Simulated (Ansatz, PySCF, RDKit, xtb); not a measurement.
# Which structure has the formula Si2H3O?

Task: start from the formula Si2H3O (odd number of electrons), draw up candidate structures, narrow them down in stages, and characterise the one that lies lowest at 400 K.

The funnel: GFN2-xTB relaxations, single points with a density functional, relaxations at r2SCAN-D4/def2-SVP, harmonic vibrations, and a last energy at a higher level. All values are calculated.

3 further runs of the same task are left out: 3 set aside as unsound or not needed.

## Step 1: Possible bonding patterns

All bonding patterns within simple valence rules are listed by program: one Lewis structure each, at most two rings and one unusual centre or charged pair. O–O, O–halogen and N–halogen bonds and N–N–N chains are not drawn. That gives 9 candidates.

| label | SMILES | spin |
| --- | --- | --- |
| c318 | O1[SiH][SiH2]1 | doublet |
| c452 | [OH+]1[SiH][SiH-]1 | doublet |
| c467 | [O][SiH2][SiH] | doublet |
| c535 | O=[SiH][SiH2] | doublet |
| c711 | O[SiH]=[SiH] | doublet |
| c823 | O=[Si][SiH3] | doublet |
| c880 | O[Si]=[SiH2] | doublet |
| c905 | [OH2+][Si-]=[SiH] | doublet |
| c993 | [SiH]O[SiH2] | doublet |

Candidates are built by distance geometry, with a force field where one applies, in up to four conformers (letters a to d). 16 starts with atoms placed at random are added, to find patterns that the rules miss.

Q: Predict the outcome of this search (final energies at CCSD(T)/def2-SVP + MP2/def2-TZVPP - MP2/def2-SVP).

| quantity | value |
| --- | --- |
| lowest structure found | [SiH]O[SiH2], doublet, C1 |
| next finalist | O=[Si][SiH3], doublet, 4.9 kcal/mol higher in G |
| share at equilibrium, among the finalists | 99.8 % |
| harmonic wavenumbers, lowest and highest (r2SCAN-D4/def2-SVP) | 110 and 2215 cm⁻¹ |
| rotational constants, same geometry | 1.7, 0.1096, 0.1041 cm⁻¹ |
| dipole moment (PBE0/def2-TZVPD) | 0.71 D |
| HOMO energy (highest over α and β) (PBE0/def2-TZVPD) | -6.22 eV |
| LUMO energy (lowest over α and β) (PBE0/def2-TZVPD) | -2.65 eV |
| lowest excitation (TD-PBE0/def2-SVPD) | 1.63 eV (f = 0.000) |
| strongest of the states computed, same level | 2.86 eV (f = 0.037) |
| vertical ionisation energy (to the singlet cation) | 8.33 eV |
| vertical electron affinity | 1.02 eV |
| vertical quartet less doublet | +1.72 eV |

The search ends on `[SiH]O[SiH2]`. Among the finalists first place is clear (4.9 kcal/mol); structures outside the list aren't covered. HF/STO-3G, r2SCAN-D4/def2-SVP, r2SCAN-D4/def2-SVP, relaxed, HF/def2-SVP and MP2/def2-SVP already put its bonding pattern lowest among the structures in one piece; GFN2-xTB favours the doublet O=[Si][SiH3]. 3 minima inside the window were never screened. The stability test raises a flag; for an open shell a flag towards a general spinor solution can be the free rotation of the spin. Lowest found is not proven lowest: the search is finite, and each finalist counts with one conformer. Patterns outside the rules of the enumeration were met only by chance.
